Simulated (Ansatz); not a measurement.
## How far each method lies from UCCSDT(Q) for H₂Al–CH₃⁺, quartet

Geometry: that of the H2Al–CH3, triplet, kept fixed. The doublet lies 3.0 eV lower here.

```xyz
7

Al   -0.0756    0.0440    0.7806
C     0.0338   -0.0741   -1.4575
H     0.7854    1.3182    0.1705
H     0.7928   -1.1841    1.3321
H    -0.4616   -1.0447   -1.3779
H    -0.5650    0.7250   -1.8764
H     1.0678   -0.1093   -1.7772
```

Basis cc-pVDZ; Ansatz 0.2.0. Only valence electrons are correlated (noble-gas cores frozen), which leaves 11 electrons in 51 orbitals. Prefix R: restricted or restricted open-shell reference; prefix U: unrestricted.

Full CI isn't at hand for all of this; UCCSDT(Q) serves as the reference, and is uncertain by about the last step of the cluster series. The frozen core follows each run's orbitals, which can shift R against U totals by a few meV.

HF rows are the lowest solutions found. Coupled cluster chose its determinant by trial CCSD, here up to 0.15 eV above the lowest Hartree–Fock solution of its kind, and MP2 stands on that determinant too.

* UHF ⟨S²⟩: 3.811
* T1 diagnostic (RCCSD): 0.0512
* largest doubles amplitude (RCCSD): 0.099
* T1 diagnostic (UCCSD): 0.0254

```csv
level,E − E(UCCSDT(Q)) (kJ/mol),share of correlation (%),wall time
UHF,573.6,7.46,–
RMP2,123.5,80.07,–
UMP2,122.2,80.29,–
RCCSD,19.2,96.91,–
UCCSD,17.3,97.21,–
RCCSD(T),3.4,99.45,8 s
UCCSD(T),3.5,99.43,3.5 s
BCCD(T),3.6,99.42,9.5 s
RCCSDT,0.8,99.87,–
UCCSDT,0.7,99.89,–
RCCSDT(Q),0.1,99.98,2.2 min
```

The correlation energy at UCCSDT(Q), counted from the determinant under the R cluster runs, is -6.424 eV. That run took 1.7 min on 1 thread of AMD EPYC 7B13, shared host.

Run but not shown, since their state, orbitals or frozen core can't be matched to the reference's or they repeat it: RHF, CISD.

Times hold each run's SCF and search for its determinant on a shared host, so for small cases they say little of a method's own cost; they ran on 1 thread of AMD EPYC 7B13.
